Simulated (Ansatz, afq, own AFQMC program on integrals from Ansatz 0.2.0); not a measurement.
AFQMC on a folder of integrals that Ansatz 0.2.0 wrote.

```yaml
crystal:
  periodic: [false, false, false]
  atoms:
    - {symbol: H, position_ang: [0.000000, 0.000000, -0.882000]}
    - {symbol: H, position_ang: [0.000000, 0.000000, -0.137000]}
    - {symbol: F, position_ang: [0.000000, 0.000000, 1.019000]}
basis:
  gaussian: {orbitals: cc-pVTZ}
magnetization: {spin_polarized: true, initial_magnetization: 1}
correlation: {method: ccsd_t, electrons: outside_noble_gas, hamiltonian_folder: ham}
```

```sh
$ ansatz run in.yaml --threads 1 --pin off --events-out ev --progress --plain --max-ram 16896MiB --backend cuda --devices 0, --max-vram 18GiB
```

Options of the walk:

```
--method phaseless --trial cisd --walkers 4000 --populations 20 --least-time 60 --time-step 0.005 --steps-per-block 50 --equilibration-blocks 28 --max-blocks 4000 --target-error 0.00018 --factor-cut 1e-05 --start spin_pure --seed 2364 --release-times 0.24,0.51,0.99,1.62,2.4 --release-step 0.03 --release-every 3 --taylor-order 6
```

Times are imaginary, in 1/Eh. The walk had a cap of 192 s. With eight or more populations the least sampling time is a fifth of least-time, and the error comes from their spread.

```
orbitals 57  electrons 5 4  factors 335 of 336
reference energy -100.49876352 Eh
CCSD correlation -0.28333181 Eh in 11 cycles, weight of the determinant in the CISD state 0.9278
energy of the start -100.780818 Eh
 block  time / (1/Eh)  mean weight  energy / Eh
     1     0.250  1.0002  -100.783131
     2     0.500  0.9998  -100.786094
     3     0.750  0.9995  -100.787520
     4     1.000  0.9999  -100.787926
     5     1.250  0.9996  -100.788735
    12     3.000  0.9998  -100.788704
    19     4.750  0.9998  -100.788053
    25     6.250  0.9996  -100.787845
    26     6.500  0.9996  -100.788634
    33     8.250  1.0001  -100.789295
    40    10.000  1.0004  -100.788320
    47    11.750  0.9993  -100.789472
    50    12.500  0.9998  -100.789509
    54    13.500  0.9996  -100.788995
    61    15.250  1.0000  -100.788671
    68    17.000  1.0001  -100.789458
    75    18.750  1.0003  -100.788691
    78    19.500  0.9995  -100.788987
error from the spread of 20 populations
released: time / (1/Eh)  energy / Eh  error  mean overlap
  0.24  -100.788882  0.000127  0.9954
  0.51  -100.789357  0.000116  0.9925
  0.99  -100.789322  0.000133  0.9836
  1.62  -100.789315  0.000113  0.9704
  2.40  -100.789352  0.000191  0.9572
energy -100.788795 +/- 0.000074 Eh
(rows thinned)
```

Q: Estimate how long the walk took on 1 × NVIDIA H100 80GB HBM3 with 2 threads of AMD EPYC 7R13 Processor (Zen 3), on a shared host (the card was shared).

A: 43 s of wall time.

The run passed its tests (sampling time, drift between the halves within three errors, error under three times the target), which doesn't prove that it has relaxed.

Against this walk (error 2.0 meV) on the same determinant: CCSD(T) 3.1 meV higher (within the noise), CCSDT(Q) 14.5 meV lower. The error is statistical and leaves out the bias of the constraint. Released to 2.40 1/Eh the energy lies 15 ± 6 meV (both errors) below the phaseless value, which shows part or all of the bias of the constraint, and CCSDT(Q) lies 0.6 meV above the released value.

Cautions: constraint bias not in the error.

CCSDT and higher add their correlation energy to the determinant of the CCSD(T) run, since their own runs factorise the integrals more tightly (a shift of under 2 meV). A walk keeps the symmetry of its determinant, which the program's search chose and which needn't be the lowest solution, so a lower state of the same spin and another symmetry isn't excluded.
